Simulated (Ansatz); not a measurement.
**BF₂ (doublet): wave-function methods side by side, cc-pVDZ**

The task here is to estimate one member of a computed series from the others.

Method: cc-pVDZ, core rule «outside noble gas», up to 3 orbitals frozen; program: Ansatz 0.2.0, Gaussian basis.

The runs, in order: UHF; CCSD(T) on ROHF; CCSD(T) on UHF; BCCD(T) on ROHF; CISD; CCSDT(Q) on ROHF; CCSDT(Q) on UHF; CASSCF and MRCISD+Q, 13 electrons in 10 orbitals; CASSCF and NEVPT2, 13 electrons in 10 orbitals.

29 further runs of the same task are left out: 3 for a known fault of the program, 13 that didn't finish, 13 set aside as unsound or not needed.

### The geometry

The geometry is a PBE0/def2-TZVP stationary point (not a proven minimum) of the parent state, kept for this charge and spin.

3 atoms, charge 0, spin multiplicity 2.

Atoms are counted from 1 here; the program's logs count them from 0.

Bond lengths: B1–F2 1.470 Å, B1–F3 1.470 Å. Angles: F2–B1–F3 82.4°.

The first run:

The input, in.yaml:

```yaml
crystal:
  periodic: [false, false, false]
  atoms:
    - {symbol: B, position_ang: [0.000000, -0.860948, 0.000000]}
    - {symbol: F, position_ang: [0.000000, 0.244960, -0.967951]}
    - {symbol: F, position_ang: [0.000000, 0.244960, 0.967951]}
basis:
  gaussian: {orbitals: cc-pVDZ}
magnetization: {spin_polarized: true, initial_magnetization: 1}
hamiltonian: {xc: hf}
output: {orbitals: {seedname: orbitals}}
```

Launch:

```
$ ansatz run in.yaml --threads 1 --pin off --events-out ev --progress --plain --max-ram 2393MiB
```

Steps of the session up to this table: UHF; CCSD(T) on ROHF; CCSD(T) on UHF; BCCD(T) on ROHF; CISD; CCSDT(Q) on ROHF; CCSDT(Q) on UHF; CASSCF and MRCISD+Q, 13 electrons in 10 orbitals; CASSCF and NEVPT2, 13 electrons in 10 orbitals.

One table of the session follows, with a row left open; its other results are not shown here.

```
          method  from UCCSDT(Q) (kcal/mol)
            ROHF                    +288.57
             UHF                    +288.01
            RMP2                          ?
            UMP2                     +11.20
            CISD                     +29.93
           RCCSD                      +7.59
           UCCSD                      +7.60
        RCCSD(T)                      +1.33
        UCCSD(T)                      +1.33
         BCCD(T)                      +1.13
          RCCSDT                      +0.72
          UCCSDT                      +0.73
       RCCSDT(Q)                      +0.22
       UCCSDT(Q)                          0
  CASSCF valence                    +228.58
  NEVPT2 valence                     +22.78
  MRCISD valence                     +16.83
MRCISD+Q valence                      +2.54
```

Q: Estimate the row for RMP2 from the others.

**Answer.** from UCCSDT(Q) (kcal/mol): +11.43. In the column «from UCCSDT(Q) (kcal/mol)» it lies between UMP2 (+11.20) and MRCISD valence (+16.83).

Among the levels timed on like hardware and quicker than the yardstick, those that no quicker one beats, quickest first: UCCSD(T) (1.2 s, +1.33 kcal/mol); BCCD(T) (1.5 s, +1.13 kcal/mol).

Limits of these values: Of the multireference levels listed MRCISD+Q valence comes nearest in total energy (+2.54 kcal/mol), which doesn't show that its space is the better one. Restricted and unrestricted rows rest on different reference determinants; where their highest levels disagree by more than a few hundredths of an eV, they describe different states and don't form one ladder.
